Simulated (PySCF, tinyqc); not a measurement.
Inside a calculation. Method: CIS on RHF in the sto-3g basis, for BH, spin multiplicity 1. The lowest restricted solution is unstable here: a spin-polarised one lies 0.0139 hartree lower (PySCF). One step of it, computed by the program tinyqc.

Problem. Integrals over molecular orbitals. (pq|rs) = sum C_ip C_jq C_kr C_ls (ij|kl), one index at a time.

coefficients C:
```
              MO1        MO2        MO3       MO4        MO5        MO6
1B 1s    0.991974  -0.203504  -0.205741  0.000000   0.000000   0.139484
1B 2s    0.031145   0.514715   0.816641  0.000000   0.000000  -0.909460
1B 2px   0.000000   0.000000   0.000000  0.996922  -0.078400   0.000000
1B 2py   0.000000   0.000000   0.000000  0.078400   0.996922   0.000000
1B 2pz   0.007886   0.241920  -0.586252  0.000000   0.000000  -1.101398
2H 1s   -0.008387   0.532793  -0.334653  0.000000   0.000000   1.366727
```

core Hamiltonian H = T + V (hartree), lower triangle:
```
             1B 1s      1B 2s     1B 2px     1B 2py     1B 2pz      2H 1s
1B 1s   -12.809257
1B 2s    -3.318807  -3.874827
1B 2px    0.000000   0.000000  -3.033013
1B 2py    0.000000   0.000000   0.000000  -3.033013
1B 2pz   -0.022394  -0.182094   0.000000   0.000000  -3.174144
2H 1s    -1.058383  -1.988136   0.000000   0.000000  -1.718308  -2.853538
```

Two-electron integrals (ij|kl) in chemists' order, unique and non-zero (hartree):
```
(11|11) 2.923513   (21|11) 0.518376   (21|21) 0.109262   (22|11) 0.744229
(22|21) 0.193177   (22|22) 0.544804   (31|31) 0.020264   (32|31) 0.029996
(32|32) 0.120346   (33|11) 0.742491   (33|21) 0.193240   (33|22) 0.544682
(33|33) 0.586773   (41|41) 0.020264   (42|41) 0.029996   (42|42) 0.120346
(43|43) 0.031630   (44|11) 0.742491   (44|21) 0.193240   (44|22) 0.544682
(44|33) 0.523513   (44|44) 0.586773   (51|51) 0.020264   (52|51) 0.029996
(52|52) 0.120346   (53|53) 0.031630   (54|54) 0.031630   (55|11) 0.742491
(55|21) 0.193240   (55|22) 0.544682   (55|33) 0.523513   (55|44) 0.523513
(55|55) 0.586773   (61|11) 0.163655   (61|21) 0.034312   (61|22) 0.060648
(61|33) 0.060350   (61|44) 0.060350   (61|51) 0.002545   (61|52) 0.004598
(61|55) 0.061278   (61|61) 0.011129   (62|11) 0.333131   (62|21) 0.087465
(62|22) 0.264435   (62|33) 0.257520   (62|44) 0.257520   (62|51) 0.009629
(62|52) 0.054293   (62|55) 0.278033   (62|61) 0.029177   (62|62) 0.165505
(63|31) 0.009551   (63|32) 0.042412   (63|53) 0.010660   (63|63) 0.020319
(64|41) 0.009551   (64|42) 0.042412   (64|54) 0.010660   (64|64) 0.020319
(65|11) 0.289947   (65|21) 0.077248   (65|22) 0.246499   (65|33) 0.233336
(65|44) 0.233336   (65|51) 0.017033   (65|52) 0.089395   (65|55) 0.272571
(65|61) 0.027280   (65|62) 0.181561   (65|65) 0.215420   (66|11) 0.476259
(66|21) 0.127432   (66|22) 0.430014   (66|33) 0.404359   (66|44) 0.404359
(66|51) 0.018925   (66|52) 0.134722   (66|55) 0.480920   (66|61) 0.043662
(66|62) 0.327188   (66|65) 0.393234   (66|66) 0.774606
```

Give: one-electron integrals over orbitals h = C^T H C; Two-electron integrals over orbitals.

Solution.

one-electron integrals over orbitals h = C^T H C (hartree), lower triangle:
```
          1        2        3        4        5        6
1  -12.7953
2    0.2601  -3.2046
3    0.2502  -0.0885  -2.9860
4    0.0000   0.0000   0.0000  -3.0330
5    0.0000   0.0000   0.0000   0.0000  -3.0330
6   -0.1585   0.4510  -0.1682   0.0000   0.0000  -2.4387
```

Two-electron integrals over orbitals (pq|rs), unique and non-zero (hartree):
```
(11|11) 2.8900    (21|11) -0.2239   (21|21) 0.0293    (22|11) 0.6101
(22|21) 0.0011    (22|22) 0.6202    (31|11) -0.2205   (31|21) 0.0227
(31|22) -0.0213   (31|31) 0.0354    (32|11) 0.0703    (32|21) -0.0081
(32|22) -0.0745   (32|31) 0.0029    (32|32) 0.0515    (33|11) 0.7077
(33|21) -0.0172   (33|22) 0.4129    (33|31) 0.0047    (33|32) 0.0452
(33|33) 0.5878    (41|41) 0.0217    (42|41) 0.0185    (42|42) 0.0580
(43|41) 0.0191    (43|42) 0.0417    (43|43) 0.0665    (44|11) 0.7420
(44|21) -0.0089   (44|22) 0.4683    (44|31) -0.0075   (44|32) 0.0345
(44|33) 0.5141    (44|44) 0.5868    (51|51) 0.0217    (52|51) 0.0185
(52|52) 0.0580    (53|51) 0.0191    (53|52) 0.0417    (53|53) 0.0665
(54|54) 0.0316    (55|11) 0.7420    (55|21) -0.0089   (55|22) 0.4683
(55|31) -0.0075   (55|32) 0.0345    (55|33) 0.5141    (55|44) 0.5235
(55|55) 0.5868    (61|11) 0.1486    (61|21) -0.0248   (61|22) -0.0143
(61|31) -0.0060   (61|32) 0.0112    (61|33) 0.0250    (61|44) 0.0040
(61|55) 0.0040    (61|61) 0.0311    (62|11) -0.1836   (62|21) 0.0039
(62|22) 0.0186    (62|31) 0.0105    (62|32) -0.0504   (62|33) -0.0420
(62|44) -0.0872   (62|55) -0.0872   (62|61) 0.0035    (62|62) 0.1228
(63|11) 0.0749    (63|21) -0.0048   (63|22) -0.0582   (63|31) 0.0076
(63|32) 0.0431    (63|33) 0.0783    (63|44) 0.0305    (63|55) 0.0305
(63|61) 0.0112    (63|62) -0.0489   (63|63) 0.0664    (64|41) -0.0128
(64|42) -0.0382   (64|43) -0.0173   (64|64) 0.0348    (65|51) -0.0128
(65|52) -0.0382   (65|53) -0.0173   (65|65) 0.0348    (66|11) 0.6921
(66|21) -0.0039   (66|22) 0.6036    (66|31) -0.0200   (66|32) -0.0609
(66|33) 0.4602    (66|44) 0.4867    (66|55) 0.4867    (66|61) -0.0081
(66|62) 0.0266    (66|63) -0.0418   (66|66) 0.6315
```
